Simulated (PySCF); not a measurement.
H2P, SMILES [PH2], multiplicity 2. Coordinates come from a ωB97X-D3(BJ)/def2-TZVPD optimisation. The isomer is the one that the SMILES or the coordinates give; other isomers of the formula were not compared.

Level of theory: ωB97X-D3(BJ)/def2-TZVPD (PySCF).

Harmonic wavenumbers (cm⁻¹): 1138, 2432, 2439. Rotational constants (GHz): 274.5, 240.4, 128.2; symmetry number 2.

### Question
Work out the zero-point energy and the ideal-gas rigid-rotor harmonic-oscillator thermochemistry at 298.15 K and 1 atm.

### Answer
ZPE = ½ Σ hcν = ½ × 6009 cm⁻¹ = 8.59 kcal/mol. H − E(el) = 10.97 kcal/mol. Entropy in cal/(mol K): translation 36.41, rotation 12.93, vibration 0.05, spin 1.38, total 50.77. G − E(el) = -4.16 kcal/mol. Cp = 8.20 cal/(mol K).
